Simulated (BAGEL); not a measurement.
# SiH3F (SMILES F[SiH3]), step by step

Aim: the energy (HF/6-31G*), then the energy (NEVPT2(2,2)/6-31G*), then a single-point energy (CASPT2(2,2)/6-31G*) of SiH3F. 

The calculation is run with BAGEL 1.2.2.

2 further runs of the same task are left out: 2 set aside as unsound or not needed.

## 1. The structure to begin with

SiH3F has 5 atoms, charge 0, and is taken as a singlet. As SMILES, `F[SiH3]`. The Si2–H3 distance was set to 2.815 Å, away from the relaxed value. At this shape a bond of the SMILES string is far longer than usual.

Bond lengths: F1–Si2 1.600 Å, Si2–H4 1.482 Å, Si2–H5 1.482 Å. Angles: F1–Si2–H4 108.3°, F1–Si2–H5 108.3°, H4–Si2–H5 110.6°.

## 2. A single-point energy at HF/6-31G(d) (density fitting with svp-jkfit, spherical functions) (run 1)

Contents of hf.json:

```json
{ "bagel": [

{
  "title": "molecule",
  "basis": "6-31gs.json",
  "df_basis": "svp-jkfit",
  "geometry": [
    { "atom": "F", "xyz": [    -1.70948594,     0.60237855,     4.02447981 ] },
    { "atom": "Si", "xyz": [     0.78098412,     0.25825942,     2.34508020 ] },
    { "atom": "H", "xyz": [    -0.69504127,    -0.36396125,    -2.72819761 ] },
    { "atom": "H", "xyz": [     2.15160248,    -2.00676631,     3.25649511 ] },
    { "atom": "H", "xyz": [     2.36306283,     2.54993029,     2.63628700 ] }
  ]
},

{
  "title": "hf"
},

{
  "title": "print",
  "file": "orbitals.molden",
  "orbitals": true
}

]}
```

The basis set 6-31G* is read from a file made from the Basis Set Exchange's data (not shown).

Run with:

```bash
$ BAGEL_NUM_THREADS=1 BAGEL hf.json > hf.out
```

The log of the run:

```text
* using 1 threads per process

  ===============================================================
  ===============================================================

  *** Geometry ***

  { "atom" : "F", "xyz" : [     -1.709486,      0.602379,      4.024480 ] },
  { "atom" : "Si", "xyz" : [      0.780984,      0.258259,      2.345080 ] },
  { "atom" : "H", "xyz" : [     -0.695041,     -0.363961,     -2.728198 ] },
  { "atom" : "H", "xyz" : [      2.151602,     -2.006766,      3.256495 ] },
  { "atom" : "H", "xyz" : [      2.363063,      2.549930,      2.636287 ] },

  Number of auxiliary basis functions:      259

  Since a DF basis is specified, we compute 2- and 3-index integrals:
    o Being stored without compression. Storage requirement is 0.003 GB

  Number of basis functions:       38
  Number of electrons      :       26

    * METHOD: MOLECULE                             0.05

  *** RHF ***

  === Nuclear Repulsion ===
    59.9324324545

      * DIIS with orbital gradients will be used.

  === RHF iteration (6-31gs.json) ===
      0       -389.84909510          0.03211058           0.01
      1       -389.93757571          0.02052182           0.01
      2       -389.98221731          0.00171410           0.01
      3       -389.98281912          0.00041952           0.01
      4       -389.98285977          0.00007629           0.01
      5       -389.98286168          0.00001776           0.01
      6       -389.98286180          0.00000403           0.01
      7       -389.98286180          0.00000092           0.01
      8       -389.98286180          0.00000024           0.01
      9       -389.98286180          0.00000005           0.01
     10       -389.98286180          0.00000001           0.01
     11       -389.98286180          0.00000000           0.01
    * SCF iteration converged.

    * Permanent dipole moment:
           (   -0.771658,    -0.044489,    -0.589405) a.u.

    * METHOD: HF                                   0.13

    * METHOD: PRINT                                0.00

  ===============================================================
```

Wall time 0.42 s (1 thread of Arm Neoverse V2, shared host); peak memory 0.14 GiB.

## 3. A single-point energy at NEVPT2(2,2)/6-31G(d) (density fitting with svp-jkfit, spherical functions) (run 2)

Contents of input.json:

```json
{ "bagel" : [

{
  "title" : "molecule",
  "basis" : "6-31gs.json",
  "df_basis" : "svp-jkfit",
  "geometry" : [
    { "atom" : "F", "xyz" : [ -1.70948594,  0.60237855,  4.02447981 ] },
    { "atom" : "Si", "xyz" : [  0.78098412,  0.25825942,  2.34508020 ] },
    { "atom" : "H", "xyz" : [ -0.69504127, -0.36396125, -2.72819761 ] },
    { "atom" : "H", "xyz" : [  2.15160248, -2.00676631,  3.25649511 ] },
    { "atom" : "H", "xyz" : [  2.36306283,  2.54993029,  2.63628700 ] }
  ]
},
{
  "title" : "hf"
},
{
  "title" : "nevpt2",
  "nstate" : 1,
  "nact" : 2,
  "nclosed" : 12,
  "active" : [13, 14],
  "maxiter" : 200,
  "natocc" : "true",
  "ncore" : 6
},
{
  "title" : "print",
  "file" : "orbitals.molden",
  "orbitals" : "true"
}

]}
```

The basis set 6-31G* is read from a file made from the Basis Set Exchange's data (not shown).

Run with:

```bash
$ BAGEL_NUM_THREADS=1 BAGEL input.json > input.out
```

The log of the run:

```text
* using 1 threads per process

  ===============================================================
  ===============================================================

  *** Geometry ***

[... 29 lines left out ...]
    * SCF iteration converged.
[... 1 line left out ...]
    * Permanent dipole moment:
[... 28 lines left out ...]
    * Second-order optimization converged. *
[... 9 lines left out ...]
     * ci vector, state   0, <S^2> = 0.0000
       2.     0.9148826521
       .2    -0.4037198694

  === DF-NEVPT2 calculation ===

    * 3-index integral transformation done
    * assembly done

      NEVPT2 correlation energy:   -0.2380567777      0.01

          (+0)     -0.2154797236
          (+0)'    -0.0028525989
          (+1)     -0.0085679663
          (+1)'    -0.0000000000
          (+2)     -0.0001956772
          (-1)     -0.0105795330
          (-1)'     0.0000000000
          (-2)     -0.0003812787

      NEVPT2 total energy:       -390.2818045343

    * METHOD: NEVPT2                               0.39

    * METHOD: PRINT                                0.00

  ===============================================================
```

Run time: 0.8 s. Hardware: 1 thread of Arm Neoverse V2, shared host; peak memory 0.14 GiB.

## 4. The energy at CASPT2(2,2)/6-31G(d) (density fitting with svp-jkfit, spherical functions) (run 3)

input.json, as its differences from that of step 3:

```diff
@@ -14,20 +14,6 @@
 },
-{
-  "title" : "hf"
-},
-{
-  "title" : "nevpt2",
-  "nstate" : 1,
-  "nact" : 2,
-  "nclosed" : 12,
-  "active" : [13, 14],
-  "maxiter" : 200,
-  "natocc" : "true",
-  "ncore" : 6
-},
-{
-  "title" : "print",
-  "file" : "orbitals.molden",
-  "orbitals" : "true"
-}
+{ "title" : "hf" },
+{ "title" : "casscf", "nstate" : 1, "nact" : 2, "nclosed" : 12, "nspin" : 0, "active" : [13, 14], "maxiter" : 200, "natocc" : "true" },
+{ "title" : "print", "file" : "orbitals.molden", "orbitals" : "true" },
+{ "title" : "smith", "method" : "caspt2", "ms" : "true", "xms" : "true", "sssr" : "true", "shift" : 0.2, "shift_imag" : "true", "ncore" : 6 }
```

The basis set 6-31G* is read from a file made from the Basis Set Exchange's data (not shown).

Run with:

```bash
$ BAGEL_NUM_THREADS=1 BAGEL input.json > input.out
```

The log of the run:

```text
* using 1 threads per process

  ===============================================================
  ===============================================================

  *** Geometry ***

[... 31 lines left out ...]
    * Permanent dipole moment:
[... 37 lines left out ...]
     * ci vector, state   0, <S^2> = 0.0000
[... 21 lines left out ...]
       #      aibj      arbs      arbi      airj      risj      airs      arst      rist         Etot      error   time
[... 8 lines left out ...]
      ------------------------------------------------------------------------------------------------------------------

    * CASPT2 energy : state  0     -390.2838791723
        w/o shift correction       -390.2829143389
        reference weight              0.9364828524

    * METHOD: SMITH                                0.06

  ===============================================================
```

It took 0.84 s on 1 thread of Arm Neoverse V2, shared host; peak memory 0.14 GiB.

## 5. What came out

| quantity | value |
| --- | --- |
| run 1, HF/6-31G*: total energy | -389.98286 Eh |
| run 1, HF/6-31G*: dipole moment | 2.47 D |
| run 1, HF/6-31G*: HOMO energy | -9.03 eV |
| run 1, HF/6-31G*: LUMO energy | 0.20 eV |
| run 1, HF/6-31G*: HOMO–LUMO gap | 9.23 eV |
| run 2, NEVPT2(2,2)/6-31G*: total energy | -390.28180 Eh |
| run 3, CASPT2(2,2)/6-31G*: total energy | -390.28388 Eh |

What this shows: One bond (run 1, HF/6-31G*) is far stretched, which a spin-restricted single reference describes badly; a broken-symmetry solution may lie lower.
